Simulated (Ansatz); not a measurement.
# Worked example: correlation energy of Cl–SiH$_{2}$–Cl, singlet

Geometry: displaced at random from a stationary point.

```json
{"atom": "Si", "x (Å)": "0.0900", "y (Å)": "-0.7960", "z (Å)": "-0.0047"}
{"atom": "Cl", "x (Å)": "-0.0749", "y (Å)": "0.3799", "z (Å)": "-1.6670"}
{"atom": "Cl", "x (Å)": "0.0017", "y (Å)": "0.3474", "z (Å)": "1.6726"}
{"atom": "H", "x (Å)": "1.3133", "y (Å)": "-1.6923", "z (Å)": "0.0170"}
{"atom": "H", "x (Å)": "-1.2467", "y (Å)": "-1.7114", "z (Å)": "-0.0859"}
```

Basis cc-pVDZ; Ansatz 0.2.0. Only valence electrons are correlated (noble-gas cores frozen), which leaves 20 electrons in 49 orbitals. Prefix R: restricted or restricted open-shell reference.

Full CI isn't at hand for all of this; RCCSDT(Q) serves as the reference, and is uncertain by the last step of the cluster series or more.

RCCSD has a T1 diagnostic of 0.009 and a largest doubles amplitude of 0.03.

Runs differ by some tens of microhartree through their thresholds, so steps under 0.03 kcal/mol mean nothing.

```
    level  total energy (hartree)
      RHF            -1209.190614
     RMP2            -1209.557034
    RCCSD            -1209.595953
 RCCSD(T)            -1209.604635
   RCCSDT            -1209.605461
RCCSDT(Q)            -1209.606215
```

What is the correlation energy at RCCSDT(Q), and what share of it do RMP2 and RCCSDT recover?

E(corr) = -1209.606215 − (-1209.190614) = -0.415601 hartree = -11.309 eV. RMP2: -0.366420 / -0.415601 = 88.17 %. RCCSDT: -0.414847 / -0.415601 = 99.82 %.

By how many kcal/mol does RCCSD(T) miss RCCSDT(Q) (1 hartree = 627.509 kcal/mol), and which steps make up the rest?

-1209.604635 − (-1209.606215) = 0.001580 hartree = 0.99 kcal/mol. Steps: RCCSDT − RCCSD(T) = -0.52, RCCSDT(Q) − RCCSDT = -0.47 kcal/mol. Differences between like states or geometries often cancel part of this.
